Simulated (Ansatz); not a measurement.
Basis-set series for C3H7FO (`COC(C)F`). Total charge 0; spin multiplicity 1. Geometry: relaxed with PBE0-D4/def2-TZVP. It is one conformer, not always the lowest.

```csv
functional,basis,functions,energy (Eh),HOMO (eV),LUMO (eV)
PBE0-D4,def2-SVP,105,-293.05826,-8.15,2.09
PBE0-D4,def2-TZVPP,253,-293.40102,-8.29,1.52
ωB97M-V,def2-SVP,105,-293.24681,-10.57,3.78
ωB97M-V,def2-TZVPP,253,-293.60236,-10.73,2.98
```

Question: Give the rows for def2-QZVPP. (An estimate is asked.)

Answer: Computed: 
| functional | basis | functions | energy (Eh) | HOMO (eV) | LUMO (eV) |
| --- | --- | --- | --- | --- | --- |
| PBE0-D4 | def2-QZVPP | 495 | -293.41711 | -8.33 | 0.90 |
| ωB97M-V | def2-QZVPP | 495 | -293.61806 | -10.77 | 2.03 |

Positive LUMOs are unbound and depend on the basis.
